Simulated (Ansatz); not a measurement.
# H6OSi2: the cost of one run

Program: Ansatz 0.2.0. Level of theory: RKS r2SCAN/6-31G*. These are calculated values, not measurements.

## Step 1: The starting structure

Bond lengths: Si1–O2 1.680 Å, O2–Si3 1.680 Å, Si3–H4 1.460 Å, Si3–H5 1.460 Å, Si3–H6 1.460 Å, Si1–H7 1.460 Å, Si1–H8 1.459 Å, Si1–H9 1.459 Å. Angles: Si1–O2–Si3 125.0°, O2–Si1–H7 109.5°, O2–Si1–H8 109.5°, O2–Si1–H9 109.5°, H7–Si1–H8 109.5°, H7–Si1–H9 109.5°, H8–Si1–H9 109.5°, O2–Si3–H4 109.5°, O2–Si3–H5 109.5°, O2–Si3–H6 109.5°, H4–Si3–H5 109.4°, H4–Si3–H6 109.4°, H5–Si3–H6 109.4°.

As a file:

```xyz
9

Si    0.0000    0.0000    0.0000
O     0.0000    0.0000    1.6800
Si   -1.3147   -0.4067    2.6436
H    -2.2390   -1.2403    1.8804
H    -0.8506   -1.1432    3.8157
H    -1.9987    0.8095    3.0733
H     1.3768    0.0000   -0.4862
H    -0.6877    1.1914   -0.4862
H    -0.6877   -1.1914   -0.4862
```

## Step 2: Relaxing the start

Input file input.yaml:

```yaml
crystal:
  periodic: [false, false, false]
  atoms:
    - { symbol: Si, position_ang: [0.0, 0.0, 0.0] }
    - { symbol: O, position_ang: [0.0, 0.0, 1.68] }
    - { symbol: Si, position_ang: [-1.3147, -0.4067, 2.6436] }
    - { symbol: H, position_ang: [-2.239, -1.2403, 1.8804] }
    - { symbol: H, position_ang: [-0.8506, -1.1432, 3.8157] }
    - { symbol: H, position_ang: [-1.9987, 0.8095, 3.0733] }
    - { symbol: H, position_ang: [1.3768, 0.0, -0.4862] }
    - { symbol: H, position_ang: [-0.6877, 1.1914, -0.4862] }
    - { symbol: H, position_ang: [-0.6877, -1.1914, -0.4862] }
basis:
  gaussian: { orbitals: "6-31G*" }
hamiltonian:
  xc: r2scan
relax:
  f_tol: 0.02
  max_steps: 40
```

Launch:

```
ansatz run input.yaml --threads 1 --pin off --max-ram 2048MiB --backend cpu --events-out ev --progress --plain --runs-dir out
```

**Question.** How long does this run take on 1 thread of Arm Neoverse V1, shared host, and how much memory does it need?

About 55 s, with a peak of 0.13 GiB.
